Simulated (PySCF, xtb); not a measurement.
Ligand series Pt(CO)3L. Gas-phase values, no solvent. One relaxed conformer stands for each flexible species; it need not be the lowest. Multiplicities are imposed; where one is given, others were not computed. Strings in code marks are SMILES.

Quantity: electronic energy of isomers of C2H3N relative to `CC#N`, in kJ/mol.

Level 1: B3LYP-D3(BJ)/def2-TZVP // TPSS-D3(BJ)/def2-SVP (PySCF)
Level 2: PBE-D3(BJ)/def2-TZVP // TPSS-D3(BJ)/def2-SVP (PySCF)
Level 3: TPSSh-D3(BJ)/def2-TZVP // TPSS-D3(BJ)/def2-SVP (PySCF)
Level 4: GFN2-xTB (xtb)

```
species       level 2  level 3  level 4
------------  -------  -------  -------
`[C-]#[N+]C`    104.1     96.3     98.9
```

What does level 1 give for each?


- `[C-]#[N+]C`: 97.6
